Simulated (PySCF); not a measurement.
# One reaction down a group: Si, Ge, Sn

The same gas-phase reaction for Si, Ge, Sn:
- 2 SiH₂ + SiHCl₃ → 3 SiHCl + 2 H
- 2 GeH₂ + GeHCl₃ → 3 GeHCl + 2 H
- 2 SnH₂ + SnHCl₃ → 3 SnHCl + 2 H

Method: PySCF energies plus ideal-gas RRHO corrections (1 bar). † marks an energy on the PBE0/def2-TZVP geometry and frequencies. CCSD(T) freezes the core. Open shells (unrestricted): H (multiplicity 2); the rest are closed-shell singlets. Sn: scalar-relativistic def2 core potential, no spin-orbit coupling. Ge: all electrons, no relativistic terms. SiHCl, GeH₂, GeHCl, SnH₂, SnHCl₃, SnHCl: computed as isolated molecules; such fragments, hydroxides, amides, oligomers or adducts are transient or little studied in the gas. CCSD(T) isn't extrapolated to the basis-set limit. The harmonic model lacks anharmonicity and excited electronic states, which grow with temperature; levels with a mode under 35 cm⁻¹ are left out. Soft modes under 120 cm⁻¹ make the harmonic entropy rough for SnHCl₃.

ΔH°(298 K) in kJ, by level:

```
level                  Si     Ge     Sn
------------------  -----  -----  -----
ωB97M-V/def2-TZVP†  554.3  441.0  365.0
PBE0/def2-QZVP†     542.7  425.8  340.1
BLYP/def2-TZVP†     514.0  383.1  305.2
PBE0/def2-SVP†      543.2  432.2  340.7
CCSD(T)/def2-SVP†   546.9  453.0  368.8
```

At ωB97M-V/def2-TZVP†, ΔH° falls from Si to Sn, over a range of 189.3 kJ; the steps are -113.3, -76.0 kJ. 5 of the 5 levels shown give the same order. The levels scatter most for Ge (69.9 kJ between the highest and the lowest) and least for Si (40.3 kJ). ΔS°(298 K) runs from 246.4 to 254.2 J/K, so TΔS° at 298 K spreads over 2.3 kJ among the members, against 189.3 kJ for ΔH°.

Free energies at ωB97M-V/def2-TZVP†:

| member | ΔS°(298 K), J/K | ΔG°(298 K), kJ | ΔG°(1800 K), kJ | ΔG° changes sign |
|---|---|---|---|---|
| Si | 254.2 | 479 | 78 | 2000 to 2500 K |
| Ge | 252.2 | 366 | -30 | 1600 to 1800 K |
| Sn | 246.4 | 292 | -92 | 1400 to 1600 K |

The NASA 1993 table holds none of these reactions whole; the comparison is among the levels.
